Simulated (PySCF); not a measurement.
Structure problem from calculated spectra and properties.

Formula: C2H5N.

* Polarisability: 31.6 au [PBE0/def2-SVPD]
* Dipole: 1.58 D [PBE0/def2-SVPD]
* UV, strongest line: among the 8 lowest singlet transitions: S4 at 8.20 eV (151 nm, f = 0.080) [TDDFT PBE0/def2-SVPD]
* XPS: C1s 291.5 (×2), N1s 405.1 eV [ΔSCF SCAN, pcX-2 on the ionised atom, pcseg-1 elsewhere, spin-free X2C]
* UV, first state: lowest singlet excitation: 6.65 eV (186 nm, f = 0.002) [TDDFT PBE0/def2-SVPD]
* Rotational structure: rotational constants A, B, C: 23.629, 21.453, 13.707 GHz [GFN2-xTB]

Gas-phase values; electronic properties from PySCF, density fitting. Levels stand in brackets. Geometry: GFN2-xTB; no solvent, vibrations or thermal averaging.

Task: Give a SMILES that accounts for the data.

Result: Numbering: `[CH2:1]1[CH2:2][NH:3]1`. Its formula, C2H5N, gives 1 degree of unsaturation: 1 ring and 0 π bonds in the structure found. The core levels belong to: C1s 291.5 eV, sp3 carbon bound to nitrogen [C1/C2]; N1s 405.1 eV, secondary amine nitrogen [N3]. The optimised geometry has point group Cs and is an asymmetric top. Structure: ethyleneimine, `C1CN1`. Computed isomers that give other values at the same levels: `C=NC` (N-methylmethanimine) (rotational constant A: 56.106 GHz; this holds for the one conformer computed); `[H]/N=C\C` (rotational constant A: 51.516 GHz; this holds for the one conformer computed). The assignments are read from this structure; whether some other isomer fits the data as well wasn't checked.
